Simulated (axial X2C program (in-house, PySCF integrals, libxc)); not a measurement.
# Low determinants of AlC⁻ at the PBE0 level, with spin–orbit coupling

Calculated with an in-house relativistic program for diatomic molecules. Two-component (2c) means X2C with spin–orbit coupling and atomic mean-field two-electron Coulomb and Gaunt terms. Basis: Al dyall-av3z [9s9p3d2f], C dyall-av3z [8s7p3d2f] (cores contracted in-house); Gaussian nuclei, density fitting, unrestricted open shells. Masses: Al 26.982 u, C 12.000 u.

Search at 1.893 Å (vertical energies from the lowest determinant):

| ΔE (eV) | state | electrons beyond evenly filled partner blocks | electrons in ±ω = 1/2, 3/2, 5/2, 7/2 |
| --- | --- | --- | --- |
| 0.00 | Ω = 2 | ω = 1/2, ω = 3/2 | 17 3 0 0 |
| 0.07 | Ω = 1 | ω = -1/2, ω = 3/2 | 17 3 0 0 |
| 0.30 | Ω = 1 | 2 × ω = 1/2 | 16 4 0 0 |
| 0.93 | Ω = 0 | none | 18 2 0 0 |
| 0.94 | Ω = 0 | none | 16 4 0 0 |
| 1.06 | Ω = 3 | 2 × ω = 3/2 | 16 4 0 0 |
| 2.43 | Ω = 4 | 2 × ω = 1/2, 2 × ω = 3/2 | 16 4 0 0 |

Lowest determinant, Ω = 2 (⟨Sz⟩ = 1.00, ⟨Lz⟩ = 1.00 at PBE0): Re = 1.887 Å, ωe = 705.2 cm⁻¹.

The determinant in row 2 of the search, Ω = 1 (⟨Sz⟩ = 1.00, ⟨Lz⟩ = 0.00 at PBE0), was followed along the bond at PBE0; measured from the minimum of the lowest determinant it gives:

Te = 0.049 eV (395 cm⁻¹), Re = 1.947 Å, ωe = 699.8 cm⁻¹.

Problem. Compare the bond of the determinant in row 2 with that of the lowest one.

Solution. At PBE0 its Re is 0.060 Å longer and its force constant, which goes as ωe², is 0.98 times that of the lowest determinant. T0 ≈ Te + Δωe/2 = 395 + (-3) = 392 cm⁻¹.

The search compares states at one distance, so a state with another bond length can lie lower; it is not exhaustive and yields mostly the lowest determinant of each block pattern, so other components and higher states of one pattern are missing. These are energies of single determinants, not of spin-adapted states; PBE0 term energies can be off by some tenths of an eV, and the functional has no current term. Open-shell Ω = 0 determinants with evenly filled partner blocks cannot be reached by this program, so the Ω shown need not be the lowest component. The lowest determinant need not be the ground state where others lie within half an eV. For an anion, determinants above electron detachment are held by the basis set. The highest occupied level of some functionals is positive through self-interaction error; at Hartree–Fock it is bound. Row 1 has a positive highest level at its minimum. Row 2 has a positive highest level at its minimum.
